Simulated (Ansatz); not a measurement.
Species: ClF (charge +1, doublet). 
Structure (B3LYP-D3(BJ)/def2-TZVP (Ansatz, a first-principles code) minimum search):
```xyz
2

F      0.0000     0.0000    -1.0077
Cl     0.0000     0.0000     0.5335
```
Charge +1, spin multiplicity 2.

Basis-set convergence of Hartree-Fock and CCSD(T) correlation energies (hartree) with Ansatz. Valence correlation only, unless marked. UHF or UKS for open shells. Spin-orbit coupling is left out. No relativistic terms.

| basis | functions | E(HF) | E(corr, CCSD(T)) |
|---|---|---|---|
| def2-SVP | 32 | -558.16198 | -0.33836 |
| def2-TZVPP | 73 | -558.46935 | -0.45206 |
| def2-QZVPP | 127 | -558.48823 | -0.49053 |

Extrapolating the two largest sets (X = 3 and 4) as X^-3: E(corr) = (64·(-0.49053) - 27·(-0.45206))/37 = -0.5186 Eh, an estimate of the basis-set limit. The largest set recovers 94.6 % of it, the smallest 65.2 %.
